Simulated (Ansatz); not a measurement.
## OH⁻ ··· CH$_{4}$

The pair of OH⁻ (SMILES [OH-], atoms 1–2) and CH$_{4}$ (SMILES C, atoms 3–7), both closed shells, in one local arrangement (a lower one may exist), relaxed at PBE0-D4/def2-TZVPD:

```csv
atom,x (Å),y (Å),z (Å)
O1,-0.4048,0.3395,-2.0476
H2,0.1282,-0.0943,-2.7218
C3,0.0552,-0.0490,0.9493
H4,-0.6553,0.6024,1.4678
H5,-0.1286,-1.0831,1.2582
H6,1.0699,0.2317,1.2493
H7,-0.0646,0.0528,-0.1552
```

Computed with Ansatz 0.2.0 (basis: def2-TZVPPD, with def2-QZVPPD for the basis limit); correlated methods freeze the cores. B3LYP uses VWN-RPA correlation. Extrapolation: Hartree–Fock as exp(−7.88 √X), correlation as X^−2.97. Interaction energies count from these two fragments, frozen as in the pair, with the counterpoise correction; negative means bound.

**Question.** What is the interaction energy by CCSD(T) at an estimated basis limit (MP2 extrapolated from triple and quadruple zeta, plus CCSD(T) − MP2 in triple zeta)? (An estimate is asked for; the value comes from the calculation.)

**Answer.** Computed: -25.7 kJ/mol. Hartree–Fock alone gives -15.7 kJ/mol at the basis limit. It counts from the two fragments frozen as in the pair.

The same quantity by other methods in triple zeta, and each one's difference from that estimate:
```csv
method,E_int (kJ/mol),difference
PBE-D4,-30.2,-4.5
revPBE-D4,-28.0,-2.4
BLYP-D4,-26.4,-0.7
r2SCAN-D4,-28.3,-2.6
B97M-V,-26.9,-1.2
PBE0-D4,-29.8,-4.1
B3LYP-D4,-27.4,-1.7
HSE06-D4,-29.9,-4.2
wB97X-V,-25.5,0.2
wB97M-V,-26.3,-0.6
B2PLYP,-22.7,3.0
HF,-15.6,10.1
MP2,-22.0,3.7
CCSD,-22.2,3.5
CCSD(T),-23.4,2.3
```
Differences are method less estimate.

**Question.** Which atoms make the shortest contact between the fragments?

**Answer.** O1 and H7, 1.94 Å apart.

Energy to bend the free fragments (PBE0-D4 minima) into their shapes in the pair, CCSD(T)/def2-TZVPPD: OH⁻ 0.0 kJ/mol; CH$_{4}$ 1.5 kJ/mol. This must be added to the interaction energy to get the binding energy from relaxed fragments.

Basis-set superposition shift (counterpoise-corrected less uncorrected): CCSD(T) 2.6; MP2 2.6; HF 0.1; PBE0-D4 0.4; wB97M-V 0.3 kJ/mol.

T1 diagnostic: at most 0.025.

For scale, one of the runs: CCSD(T)/def2-TZVPPD, 162 basis functions, launched by `ansatz run in.yaml --threads 2 --pin off --events-out ev --progress --plain --max-ram 5222MiB`. Hardware: 2 CPU threads of an Intel Xeon 6975P-C, shared host. Wall time 7 s; peak host memory 1.3 GiB.
